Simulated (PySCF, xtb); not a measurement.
**Two isomers of H5OSi2+**

Structure a is `[SiH2+]O[SiH3]`, a singlet and structure b is `O[SiH+][SiH3]`, a singlet. Both are isolated ions in the gas phase, relaxed with BLYP-D3(BJ)/def2-SVP; the shapes shown needn't be the lowest conformers.

a (Å):

```xyz
8

O    -2.6034    1.0644    1.6223
Si   -2.7647    0.9270    3.1879
Si   -2.4110    1.2233   -0.1337
H    -1.5562    0.6516    4.0041
H    -4.1186    1.0776    3.7765
H    -1.0603    1.8199   -0.3059
H    -2.5250   -0.1810   -0.6105
H    -3.5310    2.1055   -0.5546
```

b (Å):

```xyz
8

O    -3.1628    1.9382    3.2148
Si   -2.6444    0.7147    2.2769
Si   -2.2245    1.2814   -0.0048
H    -3.3807    1.8771    4.1711
H    -2.5058   -0.5971    2.9899
H    -0.7737    0.9655   -0.1645
H    -3.1263    0.3525   -0.7488
H    -2.5825    2.7249   -0.0760
```

Task: Which of the two would you expect CCSD(T)/def2-SVP + ΔMP2/def2-TZVPP electronic energies to favour?

Result: Structure a; the calculation gives E(b) − E(a) = +0.733 eV.

How the difference moves with the method:

```
                             level              geometry  E(b) − E(a) (eV)  departure from the last row (eV)  job, with rough time for the two
                          GFN2-xTB              GFN2-xTB              +1.623                            +0.890              optimisation, 0.15 s
                         HF/STO-3G              GFN2-xTB              +0.460                            −0.273               single point, 1.6 s
                r2SCAN-D4/def2-SVP              GFN2-xTB              +0.671                            −0.062                single point, 14 s
              BLYP-D3(BJ)/def2-SVP  BLYP-D3(BJ)/def2-SVP              +0.618                            −0.116             optimisation, 1.9 min
                       HF/def2-SVP  BLYP-D3(BJ)/def2-SVP              +1.002                            +0.268           part of the CCSD(T) run
                      MP2/def2-SVP  BLYP-D3(BJ)/def2-SVP              +0.855                            +0.121           part of the CCSD(T) run
                  CCSD(T)/def2-SVP  BLYP-D3(BJ)/def2-SVP              +0.766                            +0.033                      single point
CCSD(T)/def2-SVP + ΔMP2/def2-TZVPP  BLYP-D3(BJ)/def2-SVP              +0.733                                                  single point, 30 s
```

As drawn, b has 1 Si–Si, 1 O–H in place of 1 O–Si, 1 Si–H.

None of the levels shown reverses the order. The largest departure from CCSD(T)/def2-SVP + ΔMP2/def2-TZVPP is that of GFN2-xTB, 0.890 eV. The last row adds to CCSD(T) the change of the MP2 difference between the two basis sets, here −0.033 eV.

With thermal terms from frequencies at re-optimised GFN2-xTB minima (ideal gas, soft modes damped towards free rotors, one conformer each, 400 K, 1 atm): on the last row, ΔE + ΔZPE = +0.767, ΔH = +0.762, ΔG = +0.780 eV.

The correlated steps freeze 11 core orbitals. Codes used: PySCF 2.14.0, xtb 6.7.1; the last row on 2 threads of Arm Neoverse V1 on a shared host.
